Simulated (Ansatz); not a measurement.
hcp Mg

These are PBE0-D3(BJ) (Ansatz, an electronic-structure program, PAW) values and carry that method's errors.

Run with plane-wave cutoff 460 eV, 12×12×6 k mesh (along the axes of the cell as run), Fermi–Dirac smearing 0.05 eV, scalar-relativistic PAW data made under PBE.

Cell: relaxed at this level.

```json
{
  "equilibrium_lattice_constant_a": "3.133 Å",
  "c axis length": "5.047 Å"
}
```

Measured, for comparison: lattice constant a 3.209 Å, lattice parameter c 5.210 Å (293 K, no zero-point or thermal correction; as tabulated in Wikipedia's data pages). Computed (rounded) less measured: lattice constant a -2.4 %, lattice parameter c -3.1 %.
